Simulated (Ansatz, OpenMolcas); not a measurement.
## How methods differ on BH2O (SMILES B[O])

The species is BH2O (4 atoms), meant as a doublet with charge 0. As SMILES, `B[O]`. Geometry: relaxed at PBE0-D4/def2-TZVP.

```
atom    x (Å)    y (Å)    z (Å)
   B  -0.0011  -0.0103  -0.0151
   O   1.0253  -0.3408   0.6769
   H  -1.0526  -0.5877   0.1516
   H   0.0839   0.8785  -0.8336
```

Quantity: the energy change with the B1–H3 bond stretched from 1.211 to 2.422 Å, in eV. The values are calculated.

```tsv
level	kind	program	value (eV)	less FCI/STO-3G	CPU time (all runs)
ROHF/STO-3G	Hartree–Fock	OpenMolcas	4.60	+2.02	4 s
USVWN5/STO-3G	LDA	Ansatz	3.43	+0.85	0.91 s
U-r2SCAN0/STO-3G	hybrid meta-GGA	Ansatz	3.69	+1.11	4.2 s
RPA@PBE/STO-3G	RPA	Ansatz	2.79	+0.21	1.8 s
CASPT2(3,3)/STO-3G	multireference	OpenMolcas	2.73	+0.15	3.5 s
MRCI(3,3)/STO-3G	multireference	OpenMolcas	2.68	+0.10	4.1 s
UBCCD(T)/STO-3G	coupled cluster or CI	Ansatz	2.59	+0.01	0.71 s
UCCSDTQ/STO-3G	coupled cluster or CI	Ansatz	2.58	0.00	61 s
FCI/STO-3G	exact in the basis	Ansatz	2.58	0.00	0.87 s
```

FCI/STO-3G is exact within its basis and frozen core, so for wave-function methods in that basis the difference is their error; functionals converge differently with the basis, so for them it is only a difference. The first shape isn't each level's own minimum. The values span 2.58 to 4.60 eV. Spin contamination of the reference (⟨S²⟩ at least 0.1 too high) touches U-r2SCAN0/STO-3G, UBCCD(T)/STO-3G, UCCSDTQ/STO-3G. All rows use very small basis sets, so none should be taken for the real molecule's value. Times are those of the runs behind each value, whatever else they computed, on shared processors of several kinds: orders of magnitude only.
